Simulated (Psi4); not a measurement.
C$_{3}$H$_{7}$O, doublet, at a GFN2-xTB geometry; HF/STO-3G run with Psi4.

Here is a job for Psi4.
```
memory 2 GB

molecule mol {
0 2
  O     0.071016   -0.664560    0.191091
  C    -0.066928    0.673034   -0.090827
  C     1.358185   -1.190349    0.025896
  C    -1.445500    1.211084   -0.046957
  H     0.688640    1.129537   -0.713194
  H     1.292993   -2.255086    0.244584
  H     1.718407   -1.049417   -1.000227
  H     2.071102   -0.720744    0.714009
  H    -1.970384    1.096591   -1.004486
  H    -2.016531    0.679580    0.710337
  H    -1.426901    2.273405    0.191580
}

set basis sto-3g
set reference rohf

energy('scf')
print_variables()
```

Question: What does Psi4 print? Leave out banner, timings and long lists.

Answer: 
```
   => Loading Basis Set <=

    Name: STO-3G
    Role: ORBITAL
    Keyword: BASIS

         ---------------------------------------------------------
                                   SCF
               by Justin Turney, Rob Parrish, Andy Simmonett
                          and Daniel G. A. Smith
                             ROHF Reference
         ---------------------------------------------------------

  ==> Geometry <==

    Molecular point group: c1
    Full point group: C1

    Geometry (in Angstrom), charge = 0, multiplicity = 2:

       Center              X                  Y                   Z               Mass
    ------------   -----------------  -----------------  -----------------  -----------------
         O            0.077026176461    -0.645229544177     0.176701050237    15.994914619570
         C           -0.060917823539     0.692364455823    -0.105216949763    12.000000000000
         C            1.364195176461    -1.171018544177     0.011506050237    12.000000000000
         C           -1.439489823539     1.230414455823    -0.061346949763    12.000000000000
         H            0.694650176461     1.148867455823    -0.727583949763     1.007825032230
         H            1.299003176461    -2.235755544177     0.230194050237     1.007825032230
         H            1.724417176461    -1.030086544177    -1.014616949763     1.007825032230
         H            2.077112176461    -0.701413544177     0.699619050237     1.007825032230
         H           -1.964373823539     1.115921455823    -1.018875949763     1.007825032230
         H           -2.010520823539     0.698910455823     0.695947050237     1.007825032230
         H           -1.420890823539     2.292735455823     0.177190050237     1.007825032230

  Running in c1 symmetry.

  Rotational constants: A =      1.15712  B =      0.13821  C =      0.12973 [cm^-1]
  Rotational constants: A =  34689.44726  B =   4143.30436  C =   3889.32978 [MHz]
  Nuclear repulsion =  125.276407766746686

  Charge       = 0
  Multiplicity = 2
  Electrons    = 33
  Nalpha       = 17
  Nbeta        = 16

  ==> Algorithm <==

  SCF Algorithm Type is DF.
  DIIS enabled.
  MOM disabled.
  Fractional occupation disabled.
  Guess Type is SAD.
  Energy threshold   = 1.00e-06
  Density threshold  = 1.00e-06
  Integral threshold = 1.00e-12

  ==> Primary Basis <==

  Basis Set: STO-3G
    Blend: STO-3G
    Number of shells: 19
    Number of basis functions: 27
    Number of Cartesian functions: 27
    Spherical Harmonics?: true
    Max angular momentum: 1

   => Loading Basis Set <=

    Name: (STO-3G AUX)
    Role: JKFIT
    Keyword: DF_BASIS_SCF

  ==> Integral Setup <==

  SCF_SUBTYPE=INCORE selected. In-core MEM_DF algorithm will be used.
  Using in-core AOs.

  ==> MemDFJK: Density-Fitted J/K Matrices <==

    J tasked:                   Yes
    K tasked:                   Yes
    wK tasked:                   No
    Algorithm:                 Core
    Schwarz Cutoff:           1E-12
    Mask sparsity (%):       0.8230
    Fitting Condition:        1E-10

   => Auxiliary Basis Set <=

  Basis Set: (STO-3G AUX)
    Blend: DEF2-UNIVERSAL-JKFIT
    Number of shells: 142
    Number of basis functions: 428
    Number of Cartesian functions: 500
    Spherical Harmonics?: true
    Max angular momentum: 4

  Minimum eigenvalue in the overlap matrix is 2.1296685125E-01.
  Reciprocal condition number of the overlap matrix is 9.0397078522E-02.
    Using symmetric orthogonalization.

  ==> Pre-Iterations <==

  SCF Guess: Superposition of Atomic Densities via on-the-fly atomic UHF (no occupation information).

   -------------------------
    Irrep   Nso     Nmo
   -------------------------
     A         27      27
   -------------------------
    Total      27      27
   -------------------------

  ==> Iterations <==

                           Total Energy        Delta E     RMS |[F,P]|

   @DF-ROHF iter SAD:  -186.75000218076974   -1.86750e+02   0.00000e+00
   @DF-ROHF iter   1:  -190.04041761743372   -3.29042e+00   6.02471e-03 DIIS
   @DF-ROHF iter   2:  -190.07577057477943   -3.53530e-02   1.87490e-03 DIIS
   @DF-ROHF iter   3:  -190.07955180889627   -3.78123e-03   6.83367e-04 DIIS
   @DF-ROHF iter   4:  -190.08030649402087   -7.54685e-04   1.93573e-04 DIIS
   @DF-ROHF iter   5:  -190.08039697703225   -9.04830e-05   5.25451e-05 DIIS
   @DF-ROHF iter   6:  -190.08040200973761   -5.03271e-06   9.59663e-06 DIIS
   @DF-ROHF iter   7:  -190.08040219406081   -1.84323e-07   2.24538e-06 DIIS
   @DF-ROHF iter   8:  -190.08040220357310   -9.51229e-09   5.02359e-07 DIIS
  Energy and wave function converged.

  ==> Post-Iterations <==

    Orbital Energies [Eh]
    ---------------------

    Doubly Occupied:

       1A    -20.281357     2A    -11.099126     3A    -11.040701
       4A    -11.029955     5A     -1.318073     6A     -0.968322
       7A     -0.881017     8A     -0.748481     9A     -0.606572
      10A     -0.588342    11A     -0.583824    12A     -0.528899
      13A     -0.499358    14A     -0.471871    15A     -0.396899
      16A     -0.383574

    Singly Occupied:

      17A      0.032350

    Virtual:

      18A      0.567363    19A      0.656117    20A      0.672613
      21A      0.692575    22A      0.705834    23A      0.716669
      24A      0.741234    25A      0.749213    26A      0.797462
      27A      0.893078

    Final Occupation by Irrep:
              A
    DOCC [    16 ]
    SOCC [     1 ]
    NA   [    17 ]
    NB   [    16 ]

  @DF-ROHF Final Energy:  -190.08040220357310

   => Energetics <=

    Nuclear Repulsion Energy =            125.2764077667466864
    One-Electron Energy =                -507.5888576853091649
    Two-Electron Energy =                 192.2320477149894202
    Total Energy =                       -190.0804022035730725

Computation Completed

Properties will be evaluated at   0.000000,   0.000000,   0.000000 [a0]

Properties computed using the SCF density matrix

 Multipole Moments:

 ------------------------------------------------------------------------------------
     Multipole            Electronic (a.u.)      Nuclear  (a.u.)        Total (a.u.)
 ------------------------------------------------------------------------------------

 L = 1.  Multiply by 2.5417464519 to convert [e a0] to [Debye]
 Dipole X            :         -0.0132778            0.3747928            0.3615151
 Dipole Y            :         -1.0719618            1.2054658            0.1335040
 Dipole Z            :          0.7045312           -0.8973654           -0.1928342
 Magnitude           :                                                    0.4309310

 ------------------------------------------------------------------------------------

  Variable Map:
  ----------------------------------------------------------------------------
  "CURRENT ENERGY"           =>    -190.080402203573
  "CURRENT REFERENCE ENERGY" =>    -190.080402203573
  "DD SOLVATION ENERGY"      =>       0.000000000000
  "HF KINETIC ENERGY"        =>     188.512538815079
  "HF POTENTIAL ENERGY"      =>    -378.592941018652
  "HF TOTAL ENERGY"          =>    -190.080402203573
  "HF VIRIAL RATIO"          =>       2.008317024418
  "NUCLEAR REPULSION ENERGY" =>     125.276407766747
  "ONE-ELECTRON ENERGY"      =>    -507.588857685309
  "PCM POLARIZATION ENERGY"  =>       0.000000000000
  "PE ENERGY"                =>       0.000000000000
  "SCF ITERATION ENERGY"     =>    -190.080402203573
  "SCF ITERATIONS"           =>       8.000000000000
  "SCF TOTAL ENERGY"         =>    -190.080402203573
  "TWO-ELECTRON ENERGY"      =>     192.232047714989

  Array Variable Map:
  ----------------------------------------------------------------------------
  "CURRENT DIPOLE"           =>       0.361515074272 ... -0.192834206685 1 by 3
  "SCF DIPOLE"               =>       0.361515074272 ... -0.192834206685 1 by 3
  "SCF TOTAL ENERGIES"       =>    -186.750002180770 ... -190.080402203573 1 by 9
```
